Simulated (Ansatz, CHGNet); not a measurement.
For hcp Tc, the machine-learned potential CHGNet 0.3.0 (trained on PBE and PBE+U data) gives:

* **equilibrium lattice constant a**: 2.764 Å
* **c axis length**: 4.402 Å

Problem. What does r²SCAN (Ansatz, a first-principles code, PAW) give for the same quantities?

Solution. 
- lattice constant a: 2.736 Å (falls by 1.0 %)
- lattice parameter c: 4.382 Å (drops by 0.5 %)

For comparison: lattice constant a 2.741 Å (measured, 293 K, not corrected to a static lattice; as tabulated in Wikipedia's data pages); lattice parameter c 4.399 Å (measured, 293 K, no zero-point or thermal correction; as tabulated in Wikipedia's data pages).

Changes are worked out from the printed values.

Unless a cell is named, each level is at its own relaxed cell (CHGNet 0.3.0 14.56, r²SCAN 14.20 Å³/atom).

Ansatz's density-functional and Hartree–Fock values are scalar-relativistic unless marked +SOC, with PAW data made under PBE.
